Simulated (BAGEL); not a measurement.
# A workflow on Si2H6O (disilanol)

We compute a series of 15 runs (B3LYP/6-31G*, RI-MP2/6-31G*) of H6OSi2. 

The results are computed with BAGEL 1.2.2.

1 further run of the same task is left out (set aside as unsound or not needed).

## Step 1: Starting point

Si2H6O: 9 atoms, total charge 0, spin state singlet. As SMILES, `O[SiH2][SiH3]`. One bond was lengthened or shortened from a relaxed shape.

Bond lengths: O1–Si2 1.654 Å, Si2–Si3 2.347 Å, O1–H4 0.958 Å, Si2–H5 1.493 Å, Si2–H6 1.484 Å, Si3–H7 1.489 Å, Si3–H8 1.491 Å, Si3–H9 1.265 Å. Some angles: O1–Si2–Si3 112.4°, O1–Si2–H5 111.3°, O1–Si2–H6 105.5°, Si3–Si2–H5 108.5°, Si3–Si2–H6 110.6°, Si2–O1–H4 117.6°, Si2–Si3–H7 110.0°, Si2–Si3–H8 110.1°, Si2–Si3–H9 111.4°, H5–Si2–H6 108.5°.

## Step 2: A single-point energy at B3LYP/6-31G(d) (density fitting with svp-jkfit, spherical functions) (run 1)

The input, calc.json:

```json
{ "bagel" : [

{
  "title" : "molecule",
  "basis" : "6-31gs.json",
  "df_basis" : "svp-jkfit",
  "angstrom" : "false",
  "geometry" : [
    { "atom" : "O", "xyz" : [ -3.23903215,  1.94508754, -1.06841147 ] },
    { "atom" : "Si", "xyz" : [ -0.18939213,  1.74326479, -0.41437725 ] },
    { "atom" : "Si", "xyz" : [  0.82992614, -1.98233026,  1.76731156 ] },
    { "atom" : "H", "xyz" : [ -3.97149000,  0.62511384, -2.06769864 ] },
    { "atom" : "H", "xyz" : [  1.37114370,  1.85929398, -2.76122813 ] },
    { "atom" : "H", "xyz" : [  0.38999790,  3.99600730,  1.15201673 ] },
    { "atom" : "H", "xyz" : [  3.60536690, -2.10780808,  2.21309795 ] },
    { "atom" : "H", "xyz" : [  0.07781514, -4.23072641,  0.24645997 ] },
    { "atom" : "H", "xyz" : [ -0.29479728, -2.09589524,  3.87299369 ] }
  ]
},
{
  "title" : "ks",
  "xc_func" : "b3lyp"
},
{
  "title" : "print",
  "file" : "orbitals.molden",
  "orbitals" : "true"
}

]}
```

The basis set 6-31G* is read from a file made from the Basis Set Exchange's data (not shown).

Run with:

```bash
$ BAGEL_NUM_THREADS=1 BAGEL calc.json > calc.out
```

Log:

```text
* using 1 threads per process

  ===============================================================
  ===============================================================

  *** Geometry ***

  { "atom" : "O", "xyz" : [     -3.239032,      1.945088,     -1.068411 ] },
  { "atom" : "Si", "xyz" : [     -0.189392,      1.743265,     -0.414377 ] },
  { "atom" : "Si", "xyz" : [      0.829926,     -1.982330,      1.767312 ] },
  { "atom" : "H", "xyz" : [     -3.971490,      0.625114,     -2.067699 ] },
  { "atom" : "H", "xyz" : [      1.371144,      1.859294,     -2.761228 ] },
  { "atom" : "H", "xyz" : [      0.389998,      3.996007,      1.152017 ] },
  { "atom" : "H", "xyz" : [      3.605367,     -2.107808,      2.213098 ] },
  { "atom" : "H", "xyz" : [      0.077815,     -4.230726,      0.246460 ] },
  { "atom" : "H", "xyz" : [     -0.294797,     -2.095895,      3.872994 ] },

  Number of auxiliary basis functions:      441

  Since a DF basis is specified, we compute 2- and 3-index integrals:
    o Being stored without compression. Storage requirement is 0.014 GB

  Number of basis functions:       62
  Number of electrons      :       42

    * METHOD: MOLECULE                             0.19

  *** Kohn-Sham DFT ***

    * Removing 15159 points whose weight is below 1.00e-10
    * Grid points: 118995

  === Nuclear Repulsion ===
   154.0141466328

       - DIIS with orbital gradients will be used.

  === KS iteration (b3lyp / 6-31gs.json) ===
      0       -632.34972048          0.13614159           0.32
      1       -611.60054641          0.11751744           0.31
      2       -518.16070284          0.27032478           0.31
      3       -635.18026294          0.14060147           0.32
      4       -643.93475237          0.09907665           0.32
      5       -654.39001462          0.08462408           0.31
      6       -654.88625473          0.07198880           0.31
      7       -615.44609638          0.11459017           0.31
      8       -654.56509463          0.07616796           0.31
      9       -655.46214235          0.07060887           0.31
     10       -649.99849894          0.09119663           0.31
     11       -650.96273013          0.08378775           0.31
     12       -650.96595069          0.08239763           0.31
     13       -626.42169544          0.21226901           0.32
     14       -650.10093747          0.10296496           0.31
     15       -657.52406001          0.02894970           0.31
     16       -657.73357855          0.01480907           0.33
     17       -657.80983020          0.00219142           0.33
     18       -657.81135907          0.00036139           0.31
     19       -657.81140057          0.00007334           0.31
     20       -657.81140205          0.00003297           0.31
     21       -657.81140253          0.00000843           0.31
     22       -657.81140256          0.00000119           0.32
     23       -657.81140256          0.00000029           0.33
     24       -657.81140256          0.00000012           0.32
     25       -657.81140256          0.00000003           0.32
     26       -657.81140256          0.00000000           0.32
    * SCF iteration converged.

    * Permanent dipole moment:
           (    0.077190,     0.403909,     0.208411) a.u.

    * METHOD: KS                                   9.08

    * METHOD: PRINT                                0.01

  ===============================================================
```

It took 9.6 s on 1 thread of Arm Neoverse V1, shared host; peak memory 0.37 GiB.

## Step 3: Bond 9-3 at 1.488 A: a single-point energy at RI-MP2/6-31G(d) (density fitting with svp-jkfit, spherical functions) (run 2)

The input, mp2.json:

```json
{ "bagel": [

{
  "title": "molecule",
  "basis": "6-31gs.json",
  "df_basis": "svp-jkfit",
  "angstrom": false,
  "geometry": [
    { "atom": "O", "xyz": [ -3.04053721,  1.96512998, -1.44003178 ] },
    { "atom": "Si", "xyz": [  0.00910281,  1.76330723, -0.78599757 ] },
    { "atom": "Si", "xyz": [  1.02842108, -1.96228783,  1.39569124 ] },
    { "atom": "H", "xyz": [ -3.77299506,  0.64515628, -2.43931895 ] },
    { "atom": "H", "xyz": [  1.56963864,  1.87933641, -3.13284844 ] },
    { "atom": "H", "xyz": [  0.58849284,  4.01604974,  0.78039642 ] },
    { "atom": "H", "xyz": [  3.80386184, -2.08776564,  1.84147764 ] },
    { "atom": "H", "xyz": [  0.27631008, -4.21068397, -0.12516034 ] },
    { "atom": "H", "xyz": [ -0.29479728, -2.09589524,  3.87299369 ] }
  ]
},
{
  "title": "hf"
},
{
  "title": "mp2",
  "ncore": 11
}

]}
```

The basis set 6-31G* is read from a file made from the Basis Set Exchange's data (not shown).

Run with:

```bash
$ BAGEL_NUM_THREADS=1 BAGEL mp2.json > mp2.out
```

Log:

```text
* using 1 threads per process

  ===============================================================
  ===============================================================

  *** Geometry ***

  { "atom" : "O", "xyz" : [     -3.040537,      1.965130,     -1.440032 ] },
  { "atom" : "Si", "xyz" : [      0.009103,      1.763307,     -0.785998 ] },
  { "atom" : "Si", "xyz" : [      1.028421,     -1.962288,      1.395691 ] },
  { "atom" : "H", "xyz" : [     -3.772995,      0.645156,     -2.439319 ] },
  { "atom" : "H", "xyz" : [      1.569639,      1.879336,     -3.132848 ] },
  { "atom" : "H", "xyz" : [      0.588493,      4.016050,      0.780396 ] },
  { "atom" : "H", "xyz" : [      3.803862,     -2.087766,      1.841478 ] },
  { "atom" : "H", "xyz" : [      0.276310,     -4.210684,     -0.125160 ] },
  { "atom" : "H", "xyz" : [     -0.294797,     -2.095895,      3.872994 ] },

  Number of auxiliary basis functions:      441

  Since a DF basis is specified, we compute 2- and 3-index integrals:
    o Being stored without compression. Storage requirement is 0.014 GB

  Number of basis functions:       62
  Number of electrons      :       42

    * METHOD: MOLECULE                             0.19

  *** RHF ***

  === Nuclear Repulsion ===
   152.9347198920

      * DIIS with orbital gradients will be used.

  === RHF iteration (6-31gs.json) ===
      0       -656.03136383          0.02322106           0.05
      1       -656.13883757          0.01497520           0.05
      2       -656.20191943          0.00178879           0.05
      3       -656.20341744          0.00020671           0.05
      4       -656.20344380          0.00004950           0.05
      5       -656.20344577          0.00000929           0.05
      6       -656.20344585          0.00000246           0.05
      7       -656.20344586          0.00000061           0.05
      8       -656.20344586          0.00000015           0.05
      9       -656.20344586          0.00000005           0.05
     10       -656.20344586          0.00000002           0.05
     11       -656.20344586          0.00000001           0.05
    * SCF iteration converged.

    * Permanent dipole moment:
           (   -0.046369,     0.448998,     0.313512) a.u.

    * METHOD: HF                                   0.68

  *** RHF ***

  === Nuclear Repulsion ===
   152.9347198920

      * DIIS with orbital gradients will be used.

  === RHF iteration (6-31gs.json) ===
      0       -656.20344586          0.00000000           0.04
    * SCF iteration converged.

    * Permanent dipole moment:
           (   -0.046369,     0.448997,     0.313512) a.u.

  === DF-MP2 calculation ===

    * freezing 11 orbitals
    * 3-index integral transformation done
    * assembly done

      MP2 correlation energy:   -0.3357232580      0.02

      MP2 total energy:       -656.5391691148

    * METHOD: MP2                                  0.12

  ===============================================================
```

Run time: 1.1 s. Hardware: 1 thread of Arm Neoverse V1, shared host; peak memory 0.15 GiB.

Runs 3 to 4 aren't shown in full; the table further down has their settings and results.

## Step 4: Bond 9-3 at 1.711 A: a single-point energy at B3LYP/6-31G(d) (density fitting with svp-jkfit, spherical functions) (run 5)

The input, input.json:

```json
{ "bagel": [

{
  "title": "molecule",
  "basis": "6-31gs.json",
  "df_basis": "svp-jkfit",
  "angstrom": "false",
  "geometry": [
    { "atom": "O", "xyz": [ -2.84212919,  1.98516296, -1.81148579 ] },
    { "atom": "Si", "xyz": [  0.20751083,  1.78334021, -1.15745158 ] },
    { "atom": "Si", "xyz": [  1.22682910, -1.94225484,  1.02423723 ] },
    { "atom": "H", "xyz": [ -3.57458704,  0.66518927, -2.81077297 ] },
    { "atom": "H", "xyz": [  1.76804666,  1.89936940, -3.50430246 ] },
    { "atom": "H", "xyz": [  0.78690086,  4.03608273,  0.40894240 ] },
    { "atom": "H", "xyz": [  4.00226986, -2.06773266,  1.47002362 ] },
    { "atom": "H", "xyz": [  0.47471810, -4.19065098, -0.49661436 ] },
    { "atom": "H", "xyz": [ -0.29479728, -2.09589524,  3.87299369 ] }
  ]
},
{
  "title": "ks",
  "xc_func": "b3lyp"
},
{
  "title": "print",
  "file": "orbitals.molden",
  "orbitals": "true"
}

]}
```

The basis set 6-31G* is read from a file made from the Basis Set Exchange's data (not shown).

Run with:

```bash
$ BAGEL_NUM_THREADS=1 BAGEL input.json > input.out
```

Log:

```text
* using 1 threads per process

  ===============================================================
  ===============================================================

  *** Geometry ***

  { "atom" : "O", "xyz" : [     -2.842129,      1.985163,     -1.811486 ] },
  { "atom" : "Si", "xyz" : [      0.207511,      1.783340,     -1.157452 ] },
  { "atom" : "Si", "xyz" : [      1.226829,     -1.942255,      1.024237 ] },
  { "atom" : "H", "xyz" : [     -3.574587,      0.665189,     -2.810773 ] },
  { "atom" : "H", "xyz" : [      1.768047,      1.899369,     -3.504302 ] },
  { "atom" : "H", "xyz" : [      0.786901,      4.036083,      0.408942 ] },
  { "atom" : "H", "xyz" : [      4.002270,     -2.067733,      1.470024 ] },
  { "atom" : "H", "xyz" : [      0.474718,     -4.190651,     -0.496614 ] },
  { "atom" : "H", "xyz" : [     -0.294797,     -2.095895,      3.872994 ] },

  Number of auxiliary basis functions:      441

  Since a DF basis is specified, we compute 2- and 3-index integrals:
    o Being stored without compression. Storage requirement is 0.014 GB

  Number of basis functions:       62
  Number of electrons      :       42

    * METHOD: MOLECULE                             0.19

  *** Kohn-Sham DFT ***

    * Removing 14764 points whose weight is below 1.00e-10
    * Grid points: 119390

  === Nuclear Repulsion ===
   152.0944518456

       - DIIS with orbital gradients will be used.

  === KS iteration (b3lyp / 6-31gs.json) ===
      0       -632.47337306          0.13249884           0.32
      1       -612.34211245          0.11738231           0.31
      2       -519.27641131          0.26854098           0.31
      3       -635.71545976          0.13999007           0.31
      4       -644.43467392          0.09757358           0.31
      5       -654.76800450          0.08173615           0.31
      6       -655.42064309          0.06645913           0.32
      7       -620.45071929          0.16311570           0.32
      8       -657.71072492          0.01445506           0.32
      9       -657.80910205          0.00614300           0.31
     10       -657.81735450          0.00460886           0.31
     11       -657.82282286          0.00134719           0.30
     12       -657.82334245          0.00016006           0.30
     13       -657.82335216          0.00002377           0.30
     14       -657.82335240          0.00000481           0.31
     15       -657.82335241          0.00000145           0.31
     16       -657.82335241          0.00000031           0.31
     17       -657.82335241          0.00000008           0.32
     18       -657.82335241          0.00000007           0.32
     19       -657.82335241          0.00000001           0.32
    * SCF iteration converged.

    * Permanent dipole moment:
           (   -0.033783,     0.363147,     0.452559) a.u.

    * METHOD: KS                                   6.76

    * METHOD: PRINT                                0.01

  ===============================================================
```

Run time: 7.2 s. Hardware: 1 thread of Arm Neoverse V1, shared host; peak memory 0.37 GiB.

Runs 6 to 14 aren't shown in full; the table further down has their settings and results.

## Step 5: Bond 9-3 at 4.166 A: the energy at B3LYP/6-31G(d) (density fitting with svp-jkfit, spherical functions) (run 15)

The input, calc.json:

```json
{ "bagel": [

{
  "title": "molecule",
  "basis": "6-31gs.json",
  "df_basis": "svp-jkfit",
  "angstrom": false,
  "geometry": [
    { "atom": "O", "xyz": [    -0.65884923,     2.20561085,    -5.89897852 ] },
    { "atom": "Si", "xyz": [     2.39079079,     2.00378810,    -5.24494431 ] },
    { "atom": "Si", "xyz": [     3.41010906,    -1.72180695,    -3.06325550 ] },
    { "atom": "H", "xyz": [    -1.39130708,     0.88563716,    -6.89826569 ] },
    { "atom": "H", "xyz": [     3.95132662,     2.11981729,    -7.59179518 ] },
    { "atom": "H", "xyz": [     2.97018082,     4.25653062,    -3.67855032 ] },
    { "atom": "H", "xyz": [     6.18554982,    -1.84728477,    -2.61746910 ] },
    { "atom": "H", "xyz": [     2.65799806,    -3.97020309,    -4.58410708 ] },
    { "atom": "H", "xyz": [    -0.29479728,    -2.09589524,     3.87299369 ] }
  ]
},

{ "title": "ks", "xc_func": "b3lyp" },

{ "title": "print", "file": "orbitals.molden", "orbitals": true }

]}
```

The basis set 6-31G* is read from a file made from the Basis Set Exchange's data (not shown).

Run with:

```bash
$ BAGEL_NUM_THREADS=1 BAGEL calc.json > calc.out
```

Log:

```text
* using 1 threads per process

  ===============================================================
  ===============================================================

  *** Geometry ***

  { "atom" : "O", "xyz" : [     -0.658849,      2.205611,     -5.898979 ] },
  { "atom" : "Si", "xyz" : [      2.390791,      2.003788,     -5.244944 ] },
  { "atom" : "Si", "xyz" : [      3.410109,     -1.721807,     -3.063255 ] },
  { "atom" : "H", "xyz" : [     -1.391307,      0.885637,     -6.898266 ] },
  { "atom" : "H", "xyz" : [      3.951327,      2.119817,     -7.591795 ] },
  { "atom" : "H", "xyz" : [      2.970181,      4.256531,     -3.678550 ] },
  { "atom" : "H", "xyz" : [      6.185550,     -1.847285,     -2.617469 ] },
  { "atom" : "H", "xyz" : [      2.657998,     -3.970203,     -4.584107 ] },
  { "atom" : "H", "xyz" : [     -0.294797,     -2.095895,      3.872994 ] },

  Number of auxiliary basis functions:      441

  Since a DF basis is specified, we compute 2- and 3-index integrals:
    o Being stored without compression. Storage requirement is 0.014 GB

  Number of basis functions:       62
  Number of electrons      :       42

    * METHOD: MOLECULE                             0.19

  *** Kohn-Sham DFT ***

    * Removing 13770 points whose weight is below 1.00e-10
    * Grid points: 120384

  === Nuclear Repulsion ===
   148.0647700662

       - DIIS with orbital gradients will be used.

  === KS iteration (b3lyp / 6-31gs.json) ===
      0       -632.67562858          0.13123669           0.32
      1       -614.09193542          0.11503438           0.31
      2       -521.29522141          0.26636878           0.31
      3       -636.27440713          0.13999661           0.31
      4       -644.60994070          0.09888314           0.31
      5       -653.57457112          0.08539909           0.32
      6       -655.52608959          0.06269208           0.32
      7       -623.31996543          0.18948119           0.32
      8       -649.79531000          0.10825839           0.32
      9       -657.51806289          0.01604742           0.31
     10       -657.28675900          0.01564964           0.31
     11       -657.42208786          0.00962252           0.31
     12       -657.62221934          0.00531573           0.31
     13       -657.53682544          0.00977596           0.33
     14       -657.59301809          0.00770103           0.33
     15       -657.63822327          0.00214199           0.32
     16       -657.63613832          0.00283570           0.32
     17       -657.64086568          0.00060616           0.32
     18       -657.64106291          0.00022997           0.33
     19       -657.64109480          0.00004754           0.32
     20       -657.64109607          0.00000958           0.32
     21       -657.64109612          0.00000055           0.33
     22       -657.64109612          0.00000041           0.32
     23       -657.64109612          0.00000005           0.32
     24       -657.64109612          0.00000002           0.33
     25       -657.64109612          0.00000000           0.32
    * SCF iteration converged.

    * Permanent dipole moment:
           (   -0.422766,     0.198392,     1.337437) a.u.

    * METHOD: KS                                   8.83

    * METHOD: PRINT                                0.01

  ===============================================================
```

Wall time 9.3 s (1 thread of Arm Neoverse V1, shared host); peak memory 0.37 GiB.

## Step 6: Overview of the runs

```
run                                                                level  frozen core orbitals              partner  energy (Eh)  dipole moment (D)  HOMO energy (eV)  LUMO energy (eV)  wall time
  1   B3LYP/6-31G* (density fitting with svp-jkfit, spherical functions)                     –  bond 9-3 at 1.265 A  -657.811403               1.17             -7.43             -0.23      9.6 s
  2  RI-MP2/6-31G* (density fitting with svp-jkfit, spherical functions)                    11  bond 9-3 at 1.488 A  -656.539169                  –                 –                 –      1.1 s
  3   B3LYP/6-31G* (density fitting with svp-jkfit, spherical functions)                     –  bond 9-3 at 1.488 A  -657.835199               1.27             -7.47             -0.27      8.7 s
  4  RI-MP2/6-31G* (density fitting with svp-jkfit, spherical functions)                    11  bond 9-3 at 1.711 A  -656.526383                  –                 –                 –      1.1 s
  5   B3LYP/6-31G* (density fitting with svp-jkfit, spherical functions)                     –  bond 9-3 at 1.711 A  -657.823352               1.48             -7.53             -0.34      7.2 s
  6  RI-MP2/6-31G* (density fitting with svp-jkfit, spherical functions)                    11  bond 9-3 at 2.009 A  -656.491658                  –                 –                 –      1.1 s
  7   B3LYP/6-31G* (density fitting with svp-jkfit, spherical functions)                     –  bond 9-3 at 2.009 A  -657.790664               1.84             -7.55             -0.87      7.5 s
  8  RI-MP2/6-31G* (density fitting with svp-jkfit, spherical functions)                    11  bond 9-3 at 2.381 A  -656.446722                  –                 –                 –      1.1 s
  9   B3LYP/6-31G* (density fitting with svp-jkfit, spherical functions)                     –  bond 9-3 at 2.381 A  -657.748123               2.30             -7.21             -2.09      7.8 s
 10  RI-MP2/6-31G* (density fitting with svp-jkfit, spherical functions)                    11  bond 9-3 at 2.827 A  -656.402961                  –                 –                 –      1.2 s
 11   B3LYP/6-31G* (density fitting with svp-jkfit, spherical functions)                     –  bond 9-3 at 2.827 A  -657.706370               2.77             -6.60             -3.12      8.7 s
 12  RI-MP2/6-31G* (density fitting with svp-jkfit, spherical functions)                    11  bond 9-3 at 3.422 A  -656.365675                  –                 –                 –      1.2 s
 13   B3LYP/6-31G* (density fitting with svp-jkfit, spherical functions)                     –  bond 9-3 at 3.422 A  -657.668212               3.23             -6.08             -3.95        9 s
 14  RI-MP2/6-31G* (density fitting with svp-jkfit, spherical functions)                    11  bond 9-3 at 4.166 A  -656.350138                  –                 –                 –      1.3 s
 15   B3LYP/6-31G* (density fitting with svp-jkfit, spherical functions)                     –  bond 9-3 at 4.166 A  -657.641096               3.60             -5.72             -4.46      9.3 s
```

## Step 7: Summary of results

| quantity | value |
| --- | --- |
| bond 9-3 at 4.166 A, run 15: total energy | -657.64110 Eh |
| bond 9-3 at 4.166 A, run 15: dipole moment | 3.60 D |
| bond 9-3 at 4.166 A, run 15: HOMO energy | -5.72 eV |
| bond 9-3 at 4.166 A, run 15: LUMO energy | -4.46 eV |
| bond 9-3 at 4.166 A, run 15: HOMO–LUMO gap | 1.25 eV |

In words: In runs 10, 11, 12, 13, 14, 15 a closed-shell determinant meets a far-stretched bond, which it describes badly. All runs together took 76 s, the longest 9.6 s.
